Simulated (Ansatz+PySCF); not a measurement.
# doublet CH₃: levels of theory in one basis

| atom | x (Å) | y (Å) | z (Å) |
| --- | --- | --- | --- |
| C | 0.0000 | 0.0000 | 0.0000 |
| H | 1.4720 | 0.0000 | 0.0000 |
| H | -0.5452 | 0.9443 | 0.0000 |
| H | -0.5452 | -0.9443 | 0.0000 |

Basis set: STO-3G (spherical functions). Frozen core: 1 orbital. Correlation on ROHF uses semicanonical orbitals with singles. Charge 0, multiplicity 2.

Computed with Ansatz (development build ahead of 0.2.0); each method stands on the lowest determinant of its kind that the runs found.

```tsv
method	E − E(ROHF) (eV)	<S²> of the determinant
ROHF	0.00	0.75
UHF	-0.23	0.84
ROHF-MP2	-1.46	–
UHF-MP2	-1.48	0.84
ROHF-CCSD	-2.33	–
UHF-CCSD	-2.32	0.84
ROHF-CCSD(T)	-2.33	–
UHF-CCSD(T)	-2.33	0.84
full CI (lowest root of this spin)	-2.34	–
```

At such a shape the full CI root can have another spatial symmetry than the determinants, so the rows needn't describe one state.

Q: Is a single determinant a sound starting point here?

A: Only with care. Unrestricted orbitals gain 0.23 eV and <S²> is 0.84 against 0.75 for a pure state, but bonds are stretched.

Caution for ROHF-MP2, UHF-MP2, ROHF-CCSD, UHF-CCSD, ROHF-CCSD(T), UHF-CCSD(T): bonds are stretched, where a single reference can fail.
